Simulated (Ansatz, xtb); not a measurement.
Two isomers of C3H3ClO

Structure a: `O=C/C=C\Cl`, a singlet. Structure b: `C=CC(=O)Cl`, a singlet. Both are isolated molecules in the gas phase, relaxed with PBE0-D3(BJ)/def2-SVP; each stands in its lowest conformer found.

Quicker runs give these differences E(b) − E(a): GFN2-xTB −10.5 kcal/mol; HF/STO-3G −11.1 kcal/mol (at GFN2-xTB geometries); r2SCAN-D4/def2-SVP −12.8 kcal/mol (at GFN2-xTB geometries).

Task: Estimate E(b) − E(a) at the level CCSD(T)/def2-SVP + ΔMP2/def2-TZVPP.

Result: Calculated at CCSD(T)/def2-SVP + ΔMP2/def2-TZVPP: E(b) − E(a) = −10.8 kcal/mol, so structure b lies lower.

The same difference at several levels:

```json
{"level": "GFN2-xTB", "geometry": "GFN2-xTB", "E(b) − E(a) (kcal/mol)": "−10.5", "departure from the last row (kcal/mol)": "+0.3", "job, with rough time for the two": "optimisation, 0.12 s"}
{"level": "HF/STO-3G", "geometry": "GFN2-xTB", "E(b) − E(a) (kcal/mol)": "−11.1", "departure from the last row (kcal/mol)": "−0.3", "job, with rough time for the two": "single point, 0.3 s"}
{"level": "r2SCAN-D4/def2-SVP", "geometry": "GFN2-xTB", "E(b) − E(a) (kcal/mol)": "−12.8", "departure from the last row (kcal/mol)": "−2.0", "job, with rough time for the two": "single point, 1.9 s"}
{"level": "PBE0-D3(BJ)/def2-SVP", "geometry": "PBE0-D3(BJ)/def2-SVP", "E(b) − E(a) (kcal/mol)": "−11.7", "departure from the last row (kcal/mol)": "−0.9", "job, with rough time for the two": "optimisation, 19 s"}
{"level": "HF/def2-SVP", "geometry": "PBE0-D3(BJ)/def2-SVP", "E(b) − E(a) (kcal/mol)": "−9.9", "departure from the last row (kcal/mol)": "+0.9", "job, with rough time for the two": "part of the CCSD(T) run"}
{"level": "MP2/def2-SVP", "geometry": "PBE0-D3(BJ)/def2-SVP", "E(b) − E(a) (kcal/mol)": "−11.8", "departure from the last row (kcal/mol)": "−1.0", "job, with rough time for the two": "part of the CCSD(T) run"}
{"level": "CCSD(T)/def2-SVP", "geometry": "PBE0-D3(BJ)/def2-SVP", "E(b) − E(a) (kcal/mol)": "−11.1", "departure from the last row (kcal/mol)": "−0.3", "job, with rough time for the two": "single point"}
{"level": "CCSD(T)/def2-SVP + ΔMP2/def2-TZVPP", "geometry": "PBE0-D3(BJ)/def2-SVP", "E(b) − E(a) (kcal/mol)": "−10.8", "departure from the last row (kcal/mol)": "", "job, with rough time for the two": "single point, 17 s"}
```

As drawn, both hold the same kinds of bond in the same numbers.

None of the levels shown reverses the order. The largest departure from CCSD(T)/def2-SVP + ΔMP2/def2-TZVPP is that of r2SCAN-D4/def2-SVP, 2.0 kcal/mol. The last row adds to CCSD(T) the change of the MP2 difference between the two basis sets, here +0.3 kcal/mol.

With harmonic frequencies from PBE0-D3(BJ)/def2-SVP (ideal gas, rigid rotor, one conformer each, 298.15 K, 1 atm): the zero-point term adds 0.0 kcal/mol; ΔH is −10.8 and ΔG −10.7 kcal/mol.

The correlated steps freeze 9 core orbitals. Programs: Ansatz 0.2.0, xtb 6.7.1; the last row on 2 threads of Intel(R) Xeon(R) 6975P-C (Granite Rapids) on a shared host.
